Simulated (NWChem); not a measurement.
# Correlation energy of acetonitrile (C2H3N)

```xyz
6

C      0.0096    -1.1749     0.0000
C     -0.0023     0.2783     0.0000
N     -0.0118     1.4351     0.0000
H     -0.5029    -1.5596     0.8932
H     -0.5029    -1.5596    -0.8932
H      1.0441    -1.5468     0.0000
```
Charge 0, spin multiplicity 1.

All runs are NWChem calculations. Structure: optimised with PBE0/def2-SVP, a minimum by its harmonic frequencies.

Basis set: def2-SVP. Each correlation energy counts from its own Hartree-Fock reference.

The correlated methods keep 3 core orbitals frozen. No row is a measurement; the coupled-cluster row has its own basis-set and correlation limits.

```tsv
method	correlation energy (mHa)
CR-CCSD[T]	-458.6
CR-CCSD(T)	…
MP2	-424.2
CCSD	…
CCSD(T)	-461.6
CCSD+T(CCSD)	-462.5
SCS-MP2	…
```

Question: Some entries are withheld; supply them.

Answer: 
- CR-CCSD(T), correlation energy (mHa): -457.9
- CCSD, correlation energy (mHa): -445.2
- SCS-MP2, correlation energy (mHa): -418.4
